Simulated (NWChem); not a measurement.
phosphine (PH₃); SMILES P

```xyz
4

P      0.0000     0.0000     0.1529
H      0.4056    -1.1273    -0.6486
H     -1.1791     0.2124    -0.6486
H      0.7735     0.9150    -0.6486
```
Atoms are numbered in this order, from 1.

Structure relaxed at the PBE-D3(BJ)/def2-SVP level.

Problem. List the 4 lowest vertical singlet excitations from B3LYP/def2-TZVP, TDA (NWChem).

Solution. 
| state | energy (eV) | oscillator strength | leading excitation (squared amplitude) |
|---|---|---|---|
| S1 | 7.41 | 0.105 | HOMO → LUMO (0.92) |
| S2 | 7.41 | 0.105 | HOMO → LUMO+1 (0.92) |
| S3 | 7.47 | 0.155 | HOMO → LUMO+2 (0.99) |
| S4 | 9.32 | 0.000 | HOMO−2 → LUMO+1 (0.26) |
